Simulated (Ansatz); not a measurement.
A calculation with Ansatz (development build ahead of 0.2.0).

```yaml
crystal:
  periodic: [false, false, false]
  atoms:
    - { symbol: C, position_ang: [0.0, 0.0, 0.1743] }
    - { symbol: H, position_ang: [0.0, 0.8622, -0.523] }
    - { symbol: H, position_ang: [0.0, -0.8622, -0.523] }
basis:
  gaussian: { orbitals: pcseg-2 }
hamiltonian:
  xc: pbe0
```

The input is written out in the form of the current development build from the run's settings.

Results

* Converged: yes
* Total energy: -39.08731 hartree
* Spin squared of the determinant: 0.000
* Stability test: minimum among restricted orbitals

Caution: another spin multiplicity may lie lower.
